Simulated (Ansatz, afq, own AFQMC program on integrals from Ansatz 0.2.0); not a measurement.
# Where AFQMC and coupled cluster stand for O, triplet

A free O atom.

Basis def2-TZVP. Only valence electrons are correlated. AFQMC by an in-house program on the Cholesky factors that Ansatz 0.2.0 writes for its CCSD(T) run. The CISD trial takes its coefficients from CCSD amplitudes. Released means that phaseless walkers are propagated on without the constraint, phases kept. ± is one standard error of the sampling.

Determinant: UHF, the one that the program's search chose, which needn't be the lowest solution.

Full CI is exact in this basis; its frozen core comes from its own orbitals, which moves totals by up to a few meV.

Cautions: full CI with its own frozen core.

* T1 diagnostic: 0.0064
* weight of the determinant in the CISD state: 0.963
* ⟨S²⟩ of the determinant: 2.008
* size of the correlated space: 6 electrons in 30 orbitals

Reference: full CI, correlation energy -4.391 eV. The released energy is read at 1.50 1/Eh (meV from the phaseless value at times in 1/Eh: -3.2 ± 0.9 at 0.24, -4.6 ± 0.7 at 0.50, -5.3 ± 1.0 at 1.00, -8.2 ± 1.8 at 1.50). CCSDTQ lies 3.4 meV below full CI, in part by the other frozen core, which shifts every row alike, so rows that close can't be ranked against it.

```json
{"level": "HF", "E − E(reference) (meV)": "4391.1", "share of correlation (%)": "0.00"}
{"level": "MP2", "E − E(reference) (meV)": "536.1", "share of correlation (%)": "87.79"}
{"level": "CCSD", "E − E(reference) (meV)": "84.3", "share of correlation (%)": "98.08"}
{"level": "CCSD(T)", "E − E(reference) (meV)": "6.8", "share of correlation (%)": "99.84"}
{"level": "CCSDT", "E − E(reference) (meV)": "-1.6", "share of correlation (%)": "100.04"}
{"level": "CCSDT(Q)", "E − E(reference) (meV)": "-3.4", "share of correlation (%)": "100.08"}
{"level": "CCSDTQ", "E − E(reference) (meV)": "-3.4", "share of correlation (%)": "100.08"}
{"level": "ph-AFQMC/CISD", "E − E(reference) (meV)": "2.1 ± 1.0", "share of correlation (%)": "99.95"}
{"level": "released AFQMC", "E − E(reference) (meV)": "-6.1 ± 1.8", "share of correlation (%)": "100.14"}
```

CCSDT and higher add their correlation energy to the determinant of the CCSD(T) run, since their own runs factorise the integrals more tightly (a shift of under 2 meV). A walk keeps the symmetry of its determinant, which the program's search chose and which needn't be the lowest solution, so a lower state of the same spin and another symmetry isn't excluded. Released energies are given only where the last usable release times agree within the noise; a slower fall can still hide under it.
